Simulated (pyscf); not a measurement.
This saddle point was located with ωB97X-D3(BJ)/def2-SVP in PySCF.

```
O
H 1 0.9696
H 1 1.1351 2 108.17
O 3 1.3924 1 133.92 2 105.40
As 4 1.6902 3 79.49 1 3.60
H 5 1.5488 4 103.29 3 82.61
```

Surface: singlet, charge 0. Lowest wavenumbers (cm⁻¹): 1191i, 398, 494, 623, 744.

Task: What reaction is this the transition state of?

Result: HO–AsH–OH <-> H₂O + O=AsH, an elimination read from left to right: As–O, H–O broken and H–O formed. At CCSD(T)/def2-TZVPP + ΔMP2(QZVPP) it lies +41.8 kcal/mol from the left side and +1.9 kcal/mol from the right (each side as separated species at their lowest minima found). On the product side the descent ends in a bound adduct, 10.9 kcal/mol under the separated species and 7.6 kcal/mol under the saddle at ωB97X-D3(BJ)/def2-TZVP. O=AsH lies 7.5 kcal/mol over its isomer HO–As: [triplet], and others may lie lower still (electronic energy, ωB97M-D3(BJ)). One saddle was located; it need not be the lowest between these sides. The CCSD(T) − MP2 part came from Ansatz, without density fitting, on the same reference. The frozen core leaves the outer d or s,p core shells of the metals and heavy elements correlated in the MP2 and CC values, and def2-TZVPP describes them poorly, which can shift differences by a few kcal/mol. Elements up to Kr have no core potential and no relativistic terms here.
